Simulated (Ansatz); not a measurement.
Task: a test of scalar relativity of OP (charge -1), with Ansatz 0.2.0 through its Python package. Give the script and its output. Level of theory (for the species named): Hartree-Fock, cc-pVTZ basis, multiplicity 3.

`op.xyz`
```text
2

P     0.00000    0.00000    0.00000
O     0.00000    0.00000    1.76500
```

Script `x2c_op.py`:
```python
'''Scalar relativity in OP(-).'''

import ansatz as az
import numpy as np

op = az.Crystal.molecule_from_extxyz('op.xyz')

base = (
    op.calculation()
    .functional('hf')
    .charge(-1)
    .spin('collinear', total=2)
    .forces()
)
# a set contracted for a scalar-relativistic Hamiltonian goes with the relativistic run
sets = {'none': 'cc-pVTZ', 'scalar': 'cc-pVTZ-DK'}
found = {kind: base.basis(gaussian=basis).pseudopotentials(relativity=kind).run().report for kind, basis in sets.items()}
for kind, each in found.items():
    dipole = 4.803205 * np.linalg.norm(each['charge_distribution']['dipole_moment_e_ang'])
    print(f'{kind:7s} E = {each["free_energy_ev"]:.4f} eV  dipole {dipole:.3f} D  largest force component {np.abs(each["forces_ev_ang"]).max():.4f} eV/A')
print(f'relativity lowers the total energy by {found["none"]["free_energy_ev"] - found["scalar"]["free_energy_ev"]:.3f} eV')
```

Running `python x2c_op.py` prints:
```text
none    E = -11308.9585 eV  dipole 2.144 D  largest force component 6.8484 eV/A
scalar  E = -11332.5338 eV  dipole 2.153 D  largest force component 6.8278 eV/A
relativity lowers the total energy by 23.575 eV
```

Caveats:
- Total energies depend on the basis set; only differences at equal settings carry meaning.
- The geometry is a force-field or estimated start, not a minimum of this method. The basis set changes with the Hamiltonian (a set recontracted for scalar relativity), and most of the change in the total lies in the cores.
- The run takes the species as open-shell (spin multiplicity 3), which needn't be its ground state.
- An ion's dipole depends on the origin; the program takes it about the centre of nuclear charge.
- The spin state was assumed, and another may lie lower.
- Anions want diffuse functions, which this basis lacks.
- Run time: 2.6 s on 1 thread of Arm Neoverse V1, on a shared host, peak memory 0.19 GiB.
